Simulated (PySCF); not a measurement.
PySCF input (M06-2X/def2-TZVPD):

```python
from pyscf import gto, scf, dft

mol = gto.M(
    atom='''
    C     0.01118773    0.75889942   -0.01238914
    C     1.30488840    1.02329449    0.00343307
    Cl   -0.63700773   -0.85323169    0.00417952
    H    -0.75905041    1.51625302   -0.03695357
    H     2.05291747    0.24314247    0.02802818
    H     1.63880765    2.05237986   -0.00839007
    ''',
    basis='def2-tzvpd',
    charge=1,
    spin=1,
    verbose=4,
)

mf = dft.UKS(mol, xc='m062x').density_fit(auxbasis='def2-universal-jkfit')
mf.grids.level = 4
mf.conv_tol = 1e-9
mf.max_cycle = 100
mf.max_memory = 1500
mf.kernel()
if not mf.converged:
    mf = mf.newton()
    mf.kernel(mf.make_rdm1())
for _ in range(2):
    mo, _, stable, _ = mf.stability(return_status=True)
    if stable:
        break
    mf.kernel(mf.make_rdm1(mo, mf.mo_occ))
mf.analyze()
```

Output:

```
PySCF version 2.14.0

[INPUT] verbose = 4
[INPUT] num. atoms = 6
[INPUT] num. electrons = 31
[INPUT] charge = 1
[INPUT] spin (= nelec alpha-beta = 2S) = 1
[INPUT] symmetry False subgroup None
[INPUT] Mole.unit = angstrom
[INPUT] Symbol           X                Y                Z      unit          X                Y                Z       unit  Magmom
[INPUT]  1 C      0.011187730000   0.758899420000  -0.012389140000 AA    0.021141745656   1.434112059891  -0.023412081519 Bohr   0.0
[INPUT]  2 C      1.304888400000   1.023294490000   0.003433070000 AA    2.465881699122   1.933746330876   0.006487562066 Bohr   0.0
[INPUT]  3 Cl    -0.637007730000  -0.853231690000   0.004179520000 AA   -1.203770148931  -1.612374214900   0.007898148132 Bohr   0.0
[INPUT]  4 H     -0.759050410000   1.516253020000  -0.036953570000 AA   -1.434397389639   2.865302943345  -0.069832126625 Bohr   0.0
[INPUT]  5 H      2.052917470000   0.243142470000   0.028028180000 AA    3.879451774635   0.459472677550   0.052965583970 Bohr   0.0
[INPUT]  6 H      1.638807650000   2.052379860000  -0.008390070000 AA    3.096897629342   3.878435838973  -0.015854934466 Bohr   0.0

nuclear repulsion = 88.8147291229937
number of shells = 57
number of NR pGTOs = 209
number of NR cGTOs = 147
basis = def2-tzvpd
ecp = {}

******** <class 'pyscf.df.df_jk.DFUKS'> ********
method = DFUKS
initial guess = minao
damping factor = 0
level_shift factor = 0
DIIS = <class 'pyscf.scf.diis.CDIIS'>
diis_start_cycle = 1
diis_space = 8
diis_damp = 0
SCF conv_tol = 1e-09
SCF conv_tol_grad = None
SCF max_cycles = 100
direct_scf = False
number electrons alpha = 16  beta = 15
XC library pyscf.dft.libxc version 7.1.2
    S. Lehtola, C. Steigemann, M. J. T. Oliveira, and M. A. L. Marques,  SoftwareX 7, 1–5 (2018)
XC functionals = m062x
    Y. Zhao and D. G. Truhlar,  Theor. Chem. Acc. 120, 215 (2008)
    Y. Zhao and D. G. Truhlar,  Theor. Chem. Acc. 120, 215 (2008)
radial grids:
    Treutler-Ahlrichs [JCP 102, 346 (1995); DOI:10.1063/1.469408] (M4) radial grids

becke partition: Becke, JCP 88, 2547 (1988); DOI:10.1063/1.454033
pruning grids: <function nwchem_prune>
grids dens level: 4
symmetrized grids: False
atomic radii adjust function: <function treutler_atomic_radii_adjust>
small_rho_cutoff = 0
Set gradient conv threshold to 3.16228e-05
tot grids = 133032
******** <class 'pyscf.df.df.DF'> ********
auxbasis = def2-universal-jkfit
init E= -538.469298662751
  alpha nocc = 16  HOMO = -0.293201578432647  LUMO = -0.0382582658124662
  beta  nocc = 15  HOMO = -0.377676840142612  LUMO = -0.293201578432647

[...]
  beta  nocc = 15  HOMO = -0.634776819628257  LUMO = -0.41654438320878
  HOMO = -0.62001613358  LUMO = -0.416544383209  gap/eV = 5.53675
Extra cycle  E= -537.805796794524  delta_E= -6.03e-11  |g|= 5.72e-06  |ddm|= 2.35e-05
converged SCF energy = -537.805796794524  <S^2> = 0.76088821  2S+1 = 2.0108587
uhf_internal: lowest eigs of H = [0.11976843 0.19731341 0.2463542 ]
<class 'pyscf.df.df_jk.DFUKS'> wavefunction is stable in the internal stability analysis
**** SCF Summaries ****
Total Energy =                        -537.805796794524213
Nuclear Repulsion Energy =              88.814729122993697
One-electron Energy =                 -906.773128423737944
Two-electron Energy =                  280.152602506219978
Two-electron Coulomb Energy =          319.983105230274816
DFT Exchange-Correlation Energy =      -39.830502724054838
HOMO-LUMO gap [eV] =                     5.536748343523892
**** MO energy ****
                             alpha | beta                alpha | beta
MO #1   energy= -102.943014909758  | -102.938372059941  occ= 1 | 1
MO #2   energy= -10.9010645997077  | -10.9000569153397  occ= 1 | 1
MO #3   energy= -10.85801486906    | -10.8555132760097  occ= 1 | 1
MO #4   energy= -10.1001875478089  | -10.098716816776   occ= 1 | 1
MO #5   energy= -7.82438055235741  | -7.81978435245764  occ= 1 | 1
MO #6   energy= -7.82099622331806  | -7.8138382745748   occ= 1 | 1
MO #7   energy= -7.81530223479557  | -7.81186541819228  occ= 1 | 1
MO #8   energy= -1.2577007168882   | -1.2407251636144   occ= 1 | 1
MO #9   energy= -1.14549030981621  | -1.1168765331736   occ= 1 | 1
MO #10  energy= -0.937833001547006 | -0.926251872203927 occ= 1 | 1
MO #11  energy= -0.837730028165634 | -0.827809839369667 occ= 1 | 1
MO #12  energy= -0.79863457427907  | -0.789500529104451 occ= 1 | 1
MO #13  energy= -0.722798364005613 | -0.706640183805227 occ= 1 | 1
MO #14  energy= -0.711332617355647 | -0.665176436390009 occ= 1 | 1
MO #15  energy= -0.64282799781107  | -0.634776819628257 occ= 1 | 1
MO #16  energy= -0.620016133580278 | -0.41654438320878  occ= 1 | 0
MO #17  energy= -0.251021816726613 | -0.206144846618159 occ= 0 | 0
MO #18  energy= -0.180744262432576 | -0.172076470865509 occ= 0 | 0
MO #19  energy= -0.145506566422534 | -0.147605855155172 occ= 0 | 0
MO #20  energy= -0.122197868825283 | -0.120704529349769 occ= 0 | 0
MO #21  energy= -0.105466541521824 | -0.104519570354867 occ= 0 | 0
MO #22  energy= -0.0946662156069553 | -0.0918355825637906 occ= 0 | 0
MO #23  energy= -0.0739506731408598 | -0.0770527275670174 occ= 0 | 0
MO #24  energy= -0.066595588075149 | -0.066249838683252 occ= 0 | 0
MO #25  energy= -0.0521021235516358 | -0.0505634738730295 occ= 0 | 0
MO #26  energy= -0.0343599535906117 | -0.0377110110217449 occ= 0 | 0
MO #27  energy= -0.0287282966827547 | -0.0281163203778299 occ= 0 | 0
MO #28  energy= -0.0210356061445378 | -0.0186807762012085 occ= 0 | 0
MO #29  energy= -0.00409369489213524 | -0.00197165147302604 occ= 0 | 0
MO #30  energy= 0.0140366396407115 | 0.00947875050177208 occ= 0 | 0
MO #31  energy= 0.0214309048394838 | 0.0223966466470489 occ= 0 | 0
MO #32  energy= 0.0365076921581546 | 0.0353626496497554 occ= 0 | 0
MO #33  energy= 0.05317738933698   | 0.0528171545906777 occ= 0 | 0
MO #34  energy= 0.0702282906445902 | 0.0698861983279603 occ= 0 | 0
MO #35  energy= 0.0845110230401551 | 0.0873595277780786 occ= 0 | 0
MO #36  energy= 0.0900946513420915 | 0.0895918339492122 occ= 0 | 0
MO #37  energy= 0.0937803096913847 | 0.0915164676613313 occ= 0 | 0
MO #38  energy= 0.10017646827618   | 0.100557304977673  occ= 0 | 0
MO #39  energy= 0.115967325723078  | 0.117433312917338  occ= 0 | 0
MO #40  energy= 0.130533268429477  | 0.131390986168492  occ= 0 | 0
MO #41  energy= 0.136438511463698  | 0.136732632517961  occ= 0 | 0
MO #42  energy= 0.15217781040917   | 0.152009293564058  occ= 0 | 0
MO #43  energy= 0.162250737321548  | 0.153691118780763  occ= 0 | 0
MO #44  energy= 0.168898058131206  | 0.164578940792179  occ= 0 | 0
MO #45  energy= 0.182590774180483  | 0.179412137184509  occ= 0 | 0
MO #46  energy= 0.197005781767093  | 0.181129883560496  occ= 0 | 0
MO #47  energy= 0.197591441044147  | 0.19892441186037   occ= 0 | 0
MO #48  energy= 0.21067717229177   | 0.208786281964362  occ= 0 | 0
MO #49  energy= 0.219295123216367  | 0.215695044441083  occ= 0 | 0
MO #50  energy= 0.221709281238053  | 0.218168115086609  occ= 0 | 0
MO #51  energy= 0.254620203884499  | 0.250611658557826  occ= 0 | 0
MO #52  energy= 0.27373433545436   | 0.27484851720724   occ= 0 | 0
MO #53  energy= 0.292965558073755  | 0.28691886340895   occ= 0 | 0
MO #54  energy= 0.306957859660046  | 0.305231124339599  occ= 0 | 0
MO #55  energy= 0.340464629377484  | 0.334100397940553  occ= 0 | 0
MO #56  energy= 0.357468147670958  | 0.338393955284832  occ= 0 | 0
MO #57  energy= 0.366833210794779  | 0.367159987953169  occ= 0 | 0
MO #58  energy= 0.387579565976693  | 0.393390350675674  occ= 0 | 0
MO #59  energy= 0.411924888537508  | 0.420168700046882  occ= 0 | 0
MO #60  energy= 0.425628621667442  | 0.429385199791498  occ= 0 | 0
MO #61  energy= 0.445036311234995  | 0.445857484523899  occ= 0 | 0
MO #62  energy= 0.474949163310724  | 0.478989507626357  occ= 0 | 0
MO #63  energy= 0.493229507180185  | 0.490761046945366  occ= 0 | 0
MO #64  energy= 0.509871398383665  | 0.512105155071312  occ= 0 | 0
MO #65  energy= 0.525171314219722  | 0.522421713726671  occ= 0 | 0
MO #66  energy= 0.527592568932238  | 0.529996408687353  occ= 0 | 0
MO #67  energy= 0.541328870144268  | 0.543631655368401  occ= 0 | 0
MO #68  energy= 0.555707725362505  | 0.564093823752555  occ= 0 | 0
MO #69  energy= 0.577028606531405  | 0.584822823005003  occ= 0 | 0
MO #70  energy= 0.589086815257935  | 0.585029963193754  occ= 0 | 0
MO #71  energy= 0.62101899480936   | 0.624896531211188  occ= 0 | 0
MO #72  energy= 0.637035540604018  | 0.635872501821003  occ= 0 | 0
MO #73  energy= 0.672164094668172  | 0.682501503011334  occ= 0 | 0
MO #74  energy= 0.776803012828879  | 0.78001087742259   occ= 0 | 0
MO #75  energy= 0.802077349185819  | 0.807271074628872  occ= 0 | 0
MO #76  energy= 0.855631180050096  | 0.845873034730147  occ= 0 | 0
MO #77  energy= 0.899280732327006  | 0.900161908883066  occ= 0 | 0
MO #78  energy= 0.922475929785632  | 0.923639344188193  occ= 0 | 0
MO #79  energy= 1.0250810872152    | 1.02912826595193   occ= 0 | 0
MO #80  energy= 1.11760377079814   | 1.11909226345293   occ= 0 | 0
MO #81  energy= 1.17383747591115   | 1.17988058769872   occ= 0 | 0
MO #82  energy= 1.1817989669024    | 1.18989150658527   occ= 0 | 0
MO #83  energy= 1.24876172882162   | 1.27708182099364   occ= 0 | 0
MO #84  energy= 1.42692374930157   | 1.43718221850019   occ= 0 | 0
MO #85  energy= 1.50634123799214   | 1.52324210224281   occ= 0 | 0
MO #86  energy= 1.57266561462922   | 1.58696220460751   occ= 0 | 0
MO #87  energy= 1.57966132115427   | 1.58981173132345   occ= 0 | 0
MO #88  energy= 1.60407660612234   | 1.61636159875458   occ= 0 | 0
MO #89  energy= 1.63912979335253   | 1.65009344595516   occ= 0 | 0
MO #90  energy= 1.66215547531803   | 1.67314191401998   occ= 0 | 0
MO #91  energy= 1.66656161533727   | 1.68131754812789   occ= 0 | 0
MO #92  energy= 1.68990872210205   | 1.69571713999543   occ= 0 | 0
MO #93  energy= 1.70779151374186   | 1.71820002261171   occ= 0 | 0
MO #94  energy= 1.72018836530343   | 1.73332553516726   occ= 0 | 0
MO #95  energy= 1.73053290127813   | 1.74116933675043   occ= 0 | 0
MO #96  energy= 1.76666659662826   | 1.77158319556005   occ= 0 | 0
MO #97  energy= 1.77748093277028   | 1.78416532594512   occ= 0 | 0
MO #98  energy= 1.80049630448793   | 1.8112164712122    occ= 0 | 0
MO #99  energy= 1.80141455303253   | 1.81299814112019   occ= 0 | 0
MO #100 energy= 1.85879396971592   | 1.86820330287987   occ= 0 | 0
MO #101 energy= 1.87098929233215   | 1.88265544674853   occ= 0 | 0
MO #102 energy= 1.95966260176763   | 1.97360441086759   occ= 0 | 0
MO #103 energy= 1.98698907067047   | 1.99897194081746   occ= 0 | 0
MO #104 energy= 2.05653085052301   | 2.06931350020804   occ= 0 | 0
[...]
```

This state (charge 1, doublet) is run at the relaxed geometry of the species with charge 0 and multiplicity 1.
